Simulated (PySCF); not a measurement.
**Reproducing measurements on dimethylsilane**

**The experiment to reproduce.**

From NIST CCCBDB Release 22 (SRD 101), experimental dipoles, for the gas: dipole moment (microwave Stark effect) 0.75 D.

The results are set against them at the end.

Dimethylsilane, C₂H₈Si.
Numbering: `[CH3:1][SiH2:2][CH3:3]` (hydrogens: H4, H5, H6 on C1; H7, H8 on Si2; H9, H10, H11 on C3)

Geometry (PBE0-D3(BJ)/def2-SVP, Å), atoms numbered from 1 in this order:
```
atom  x, y, z in Å
C1     1.4897    0.5482   -0.2089
Si2    0.1217   -0.7345    0.0448
C3    -1.5663    0.0882    0.1610
H4     2.2190    0.5280    0.6146
H5     1.0673    1.5637   -0.2587
H6     2.0383    0.3672   -1.1453
H7     0.3718   -1.5160    1.2990
H8     0.1210   -1.7154   -1.0883
H9    -2.3635   -0.6529    0.3248
H10   -1.5898    0.8031    0.9988
H11   -1.8003    0.6401   -0.7630
```

The PySCF runs (gas phase, on this PBE0-D3(BJ)/def2-SVP geometry; no spin–orbit coupling):

```
                             level                                                           job  basis functions  wall time
PBE0-D3(BJ)/def2-SVP, grid level 1  geometry optimisation from a GFN2-xTB start shaken at random               86      8.6 s
```

Hardware: one thread of an Arm Neoverse V2, shared host.

Results beside the measurements:

**Dipole moment.** Measured: 0.75 D (NIST CCCBDB Release 22 (SRD 101), experimental dipoles).

```csv
level,computed (D),computed − measured (D),% (from the printed values)
PBE0-D3(BJ)/def2-SVP,0.80,+0.05,+7
```

The computed dipoles belong to one fixed geometry; measured ones are averaged over vibrations unless marked μe. Magnitudes are compared, not signs.

No measured geometry was used, and the causes of the misses weren't examined.
